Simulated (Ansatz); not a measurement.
The input, for Ansatz 0.2.0:

```yaml
crystal:
  periodic: [false, false, false]
  atoms:
    - {symbol: P, position_ang: [-0.015820, -0.000216, -0.037328]}
    - {symbol: H, position_ang: [1.874430, 0.020098, 0.484268]}
    - {symbol: H, position_ang: [-0.706308, 1.166614, 0.329791]}
    - {symbol: H, position_ang: [-0.681984, -1.180088, 0.333036]}
basis:
  gaussian: {orbitals: "6-31++G**"}
total_charge: 1
magnetization: {spin_polarized: false, initial_magnetization: 1}
correlation: {active_space: {window: {electrons: 5, orbitals: 5}}}
```

```sh
$ ansatz run in.yaml --threads 1 --pin off --events-out ev --progress --plain --max-ram 2393MiB
```

Output:

```
367 factors; integrals over basis functions are off by at most 1.3e-3 eV
mean field evaluation 1: about -9307.2451 eV, gradient 1.1e1 eV
mean field evaluation 2: about -9307.2568 eV, gradient 1.1e1 eV
mean field evaluation 4: about -9308.0118 eV, gradient 1.1e0 eV
mean field evaluation 8: about -9308.0245 eV, gradient 2.0e-1 eV
mean field -9308.02506732 eV, -342.0636120180 hartree, gradient 2.1e-6 eV, S^2 0.750000; 0 other end points of the search recorded, 0 dependent functions left out
reference -9308.02506732 eV, -342.0636120180 hartree; 9, 8 occupied and 32, 33 virtual orbitals, 367 factors
state -9309.29389530 eV, -342.1102405861 hartree
Total energy: -9309.29389530 eV, -342.1102405861 hartree
```

Natural occupations: 1.9802 1.9099 0.9992 0.0905 0.0202.

Ran on 1 thread of Arm Neoverse V1, shared host: 0.9 s wall, 0.14 GiB peak host memory.
